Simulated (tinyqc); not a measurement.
ROHF in the sto-3g basis, for LiH+, spin multiplicity 2, step by step. One step of it, computed by the program tinyqc.

Problem. Orthogonalisation. S = U s U^T; symmetric (Loewdin) form X = U s^(-1/2) U^T, so that X^T S X = 1.

overlap S, order 1Li 1s, 1Li 2s, 1Li 2px, 1Li 2py, 1Li 2pz, 2H 1s:
$$\begin{pmatrix}
1.000000 & 0.241137 & 0.000000 & 0.000000 & 0.000000 & 0.070158 \\
0.241137 & 1.000000 & 0.000000 & 0.000000 & 0.000000 & 0.401520 \\
0.000000 & 0.000000 & 1.000000 & 0.000000 & 0.000000 & 0.000000 \\
0.000000 & 0.000000 & 0.000000 & 1.000000 & 0.000000 & 0.000000 \\
0.000000 & 0.000000 & 0.000000 & 0.000000 & 1.000000 & 0.517514 \\
0.070158 & 0.401520 & 0.000000 & 0.000000 & 0.517514 & 1.000000
\end{pmatrix}$$

Give: eigenvalues of S; X.

Solution.

eigenvalues of S: [0.3399, 0.7986, 1.0000, 1.0000, 1.1692, 1.6923]

X, order 1Li 1s, 1Li 2s, 1Li 2px, 1Li 2py, 1Li 2pz, 2H 1s:
$$\begin{pmatrix}
1.0230 & -0.1284 & 0.0000 & 0.0000 & -0.0040 & 0.0051 \\
-0.1284 & 1.1146 & 0.0000 & 0.0000 & 0.1173 & -0.2856 \\
0.0000 & 0.0000 & 1.0000 & 0.0000 & 0.0000 & 0.0000 \\
0.0000 & 0.0000 & 0.0000 & 1.0000 & 0.0000 & 0.0000 \\
-0.0040 & 0.1173 & 0.0000 & 0.0000 & 1.1499 & -0.3657 \\
0.0051 & -0.2856 & 0.0000 & 0.0000 & -0.3657 & 1.2403
\end{pmatrix}$$
